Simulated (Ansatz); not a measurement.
# Cobalt, hcp under LDA: convergence with the k-point mesh

How fine must the k-point mesh be for energy and pressure and moments to settle? The geometry was relaxed under LDA beforehand and stays fixed; 8 values are run, from 2×2×2 to 21×21×12. Wanted are the values from which on the energy stays within 10 and 1 meV/atom, and the pressure within 0.5 GPa, of the last run. Within the series other settings stay, but some runs also write fields, which adds to their time. The moments start as that relaxation left them.

Method: DFT LDA, plane waves with PAW, scalar-relativistic, in Ansatz 0.2.0.

## Step 1: The system as given

Symmetry: P6_3/mmc, No. 194, hexagonal system. Conventional cell: a = 2.427 Å, b = 2.427 Å, c = 3.923 Å, α = 90.00°, β = 90.00°, γ = 120.00°. Co (site symmetry -6m2) has 12 Co at 2.41 to 2.43 Å as nearest neighbours.

Structure file:

```
Co
1.0
     2.42738    0.00000    0.00000
    -1.21369    2.10217    0.00000
     0.00000    0.00000    3.92305
Co
2
Direct
  0.33333 0.66667 0.25000
  0.66667 0.33333 0.75000
```

The atoms start with moments of +1.56 ×2 μB.

## Step 2: With a k-mesh of 2×2×2

The run at 2×2×2.

The input, input.yaml:

```yaml
crystal:
  lattice:
    - [2.4273810165, 0.0, 0.0]
    - [-1.2136905082, 2.102173625, 0.0]
    - [0.0, 0.0, 3.9230481332]
  atoms:
    - { symbol: Co, position: [0.3333333333, 0.6666666667, 0.25], spin: 1.558 }
    - { symbol: Co, position: [0.6666666667, 0.3333333333, 0.75], spin: 1.558 }
hamiltonian:
  xc: lda
  pseudopotentials:
    kind: paw
    azcp:
      Co: "pseudopotentials/Co.paw.azcp"
basis:
  ecutwfc: 420
  fft_grid_basis: typed
kpoints:
  mp_grid: { grid: [2, 2, 2], shift: [0, 0, 0] }
magnetization:
  spin_polarized: true
scf:
  occupations: { method: fermi_dirac, width: 0.05 }
  lower_state_search: "off"
output:
  stress: true
```

Command:

```sh
$ ansatz run input.yaml --threads 2 --pin off --max-ram 5120MiB --backend cpu --events-out ev --progress --plain --runs-dir out
```

## Step 3: With a k-mesh of 4×4×2

The run at 4×4×2.

Changes to input.yaml since step 2:

```diff
@@ -18,3 +18,3 @@
 kpoints:
-  mp_grid: { grid: [2, 2, 2], shift: [0, 0, 0] }
+  mp_grid: { grid: [4, 4, 2], shift: [0, 0, 0] }
 magnetization:
```

## Step 4: With a k-mesh of 5×5×3

The run at 5×5×3.

Changes to input.yaml since step 3:

```diff
@@ -18,3 +18,3 @@
 kpoints:
-  mp_grid: { grid: [4, 4, 2], shift: [0, 0, 0] }
+  mp_grid: { grid: [5, 5, 3], shift: [0, 0, 0] }
 magnetization:
@@ -26 +26,5 @@
   stress: true
+  write_density: true
+  write_potential: true
+  elf: true
+  volumetric_format: npy
```

## Step 5: With a k-mesh of 7×7×4

The run at 7×7×4.

Changes to input.yaml since step 4:

```diff
@@ -18,3 +18,3 @@
 kpoints:
-  mp_grid: { grid: [5, 5, 3], shift: [0, 0, 0] }
+  mp_grid: { grid: [7, 7, 4], shift: [0, 0, 0] }
 magnetization:
@@ -26,5 +26 @@
   stress: true
-  write_density: true
-  write_potential: true
-  elf: true
-  volumetric_format: npy
```

## Step 6: With a k-mesh of 9×9×5

The run at 9×9×5.

Changes to input.yaml since step 5:

```diff
@@ -18,3 +18,3 @@
 kpoints:
-  mp_grid: { grid: [7, 7, 4], shift: [0, 0, 0] }
+  mp_grid: { grid: [9, 9, 5], shift: [0, 0, 0] }
 magnetization:
```

## Step 7: With a k-mesh of 12×12×7

The run at 12×12×7.

Changes to input.yaml since step 6:

```diff
@@ -18,3 +18,3 @@
 kpoints:
-  mp_grid: { grid: [9, 9, 5], shift: [0, 0, 0] }
+  mp_grid: { grid: [12, 12, 7], shift: [0, 0, 0] }
 magnetization:
```

## Step 8: With a k-mesh of 16×16×9

The run at 16×16×9.

Changes to input.yaml since step 7:

```diff
@@ -18,3 +18,3 @@
 kpoints:
-  mp_grid: { grid: [12, 12, 7], shift: [0, 0, 0] }
+  mp_grid: { grid: [16, 16, 9], shift: [0, 0, 0] }
 magnetization:
```

## Step 9: With a k-mesh of 21×21×12

The run at 21×21×12.

Changes to input.yaml since step 8:

```diff
@@ -18,3 +18,3 @@
 kpoints:
-  mp_grid: { grid: [16, 16, 9], shift: [0, 0, 0] }
+  mp_grid: { grid: [21, 21, 12], shift: [0, 0, 0] }
 magnetization:
```

(Steps that only read results are left out.)

Before running it: what results should come out? Wanted: pressure at 21×21×12.

**Answer**, as computed:

| quantity | value |
| --- | --- |
| E(σ → 0) stays within 10 meV/atom of 21×21×12 | from 9×9×5 on |
| E(σ → 0) stays within 1 meV/atom | from 12×12×7 on |
| pressure stays within 0.5 GPa | from 9×9×5 on |
| pressure at 21×21×12 | 0.10 GPa |
| CPU time, dearest over cheapest | 33 |
| energy of a separate run on a finer mesh (24×24×13) | +0.2 meV/atom from 21×21×12 |

The far end, 2×2×2, lies +901.0 meV/atom and +11.6 GPa from the yardstick. Convergence in k is not monotonic; the energy swings about its limit. 1 meV/atom needs 12×12×7. Metals converge slowly, as the Fermi surface must be resolved. A run on a finer mesh agrees with the yardstick to 1 meV/atom. The cell taken over is 10 % smaller than the measured one (11.07 Å³/atom, COD), which weighs on all values here.
